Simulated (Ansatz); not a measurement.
# What each rung costs, and what it gives

Saddle point of BH$_{4}$ClO, singlet (BH₂Cl ([BH2][Cl]) + H₂O → BH₃O ([BH2][OH]) + HCl; bonds formed: Cl2–H5; dative contacts that become bonds: B1–O6; bonds broken: B1–Cl2, H5–O6), PBE0-D4/def2-TZVP structure:

```
7
angstrom
B -0.4152 -0.4196 0.3192
Cl 1.8110 -0.3721 0.2809
H -0.7228 -1.3262 -0.3921
H -0.6212 -0.4074 1.4893
H 0.8990 0.7207 -0.1539
O -0.3780 0.9228 -0.3007
H -0.5729 0.8818 -1.2429
```

Barriers are electronic and count from the start structure reached by relaxing down the imaginary mode.

Program: Ansatz 0.2.0. Basis: as named in each row. Cores are frozen in the correlated methods. B3LYP uses VWN-RPA correlation. Extrapolation: Hartree–Fock as exp(−7.88 √X), correlation as X^−2.97.

Times are rough, for one single point on 2 threads of a shared host (Arm Neoverse V1).

The estimate by CCSD(T) at an estimated basis limit (MP2 extrapolated from triple and quadruple zeta, plus CCSD(T) − MP2 in triple zeta) is 83.9 kJ/mol.

```csv
method,basis,time (s),barrier (kJ/mol),method less estimate
HF,STO-3G,under 1,165.1,81.2
PBE-D4,STO-3G,under 1,66.5,-17.4
SPW92,def2-SVP,under 1,46.7,-37.2
B3LYP-D4,6-31G,under 1,93.4,9.5
PBE-D4,def2-SVP,under 1,55.8,-28.1
PBE0-D4,def2-SVP,under 1,71.7,-12.2
SPW92,def2-TZVPP,under 1,53.9,-30.0
CCSD(T),def2-SVP,1,85.8,1.9
PBE-D4,def2-TZVPP,2,62.0,-21.9
BLYP-D4,def2-TZVPP,2,63.0,-20.9
PBE0-D4,def2-TZVPP,2,75.5,-8.4
B3LYP-D4,def2-TZVPP,2,73.8,-10.1
BHLYP-D4,def2-TZVPP,2,88.7,4.7
CAM-B3LYP-D4,def2-TZVPP,2,78.8,-5.2
wB97M-V,def2-SVP,3,76.5,-7.4
r2SCAN-D4,def2-TZVPP,3,69.6,-14.3
RPA on PBE,def2-TZVPP,3,79.1,-4.8
r2SCAN0-D4,def2-TZVPP,3,79.2,-4.7
B2PLYP,def2-TZVPP,3,78.1,-5.8
PBE-QIDH,def2-TZVPP,3,83.7,-0.2
wB97X-V,def2-TZVPP,6,83.2,-0.7
wB97M-V,def2-TZVPP,6,81.7,-2.3
B97M-V,def2-TZVPP,6,84.3,0.4
MP2,def2-QZVPP,10,81.3,-2.6
CCSD(T),def2-TZVPP,22,83.9,0.0
```

All methods are single points on the PBE0-D4 structures.

No T1 diagnostic of these runs exceeds 0.013.

The step is the kind of ligand exchange by which a precursor binds to a hydroxyl group, or is hydrolysed, in atomic layer deposition of oxides.

Labels in which every atom is bracketed show which atoms are joined, not bond orders.
